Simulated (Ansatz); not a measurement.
**H₂B–B, triplet: reading a ladder of total energies**

Geometry: a point of a breathe scan, not a stationary point.

```xyz
4

B     0.0000    0.0000    0.5912
B     0.0000    0.0000   -0.7958
H     0.0000    0.9169    1.0972
H     0.0000   -0.9169    1.0972
```

Basis 6-31G; Ansatz 0.2.0. Correlated methods freeze the noble-gas cores, which leaves 8 electrons in 20 orbitals. Prefix R: restricted or restricted open-shell reference; prefix U: unrestricted.

Full CI is exact within this basis and frozen core; it isn't the basis-set limit. The frozen core follows each run's orbitals, which can shift R against U totals by a few meV.

Runs differ by some tens of microhartree through their thresholds and, for an open shell, their frozen cores, so steps under 0.1 kcal/mol mean nothing.

| level | total energy (hartree) |
| --- | --- |
| UHF | -50.315866 |
| UMP2 | -50.387417 |
| UCCSD | -50.410087 |
| UCCSD(T) | -50.412342 |
| UCCSDT | -50.413094 |
| UCCSDT(Q) | -50.413173 |
| full CI | -50.413168 |

Q: What is the correlation energy at full CI, and what share of it do UMP2 and UCCSD(T) recover?

A: E(corr) = -50.413168 − (-50.315866) = -0.097302 hartree = -2.648 eV. UMP2: -0.071551 / -0.097302 = 73.53 %. UCCSD(T): -0.096476 / -0.097302 = 99.15 %.

Q: By how many kcal/mol does UCCSD(T) miss full CI (1 hartree = 627.509 kcal/mol), and which steps make up the rest?

A: -50.412342 − (-50.413168) = 0.000826 hartree = 0.52 kcal/mol. Steps: UCCSDT − UCCSD(T) = -0.47, UCCSDT(Q) − UCCSDT = -0.05, full CI − UCCSDT(Q) = 0.00 kcal/mol. That is within 1 kcal/mol of the reference in this basis, which itself misses far more of the correlation at the basis-set limit.
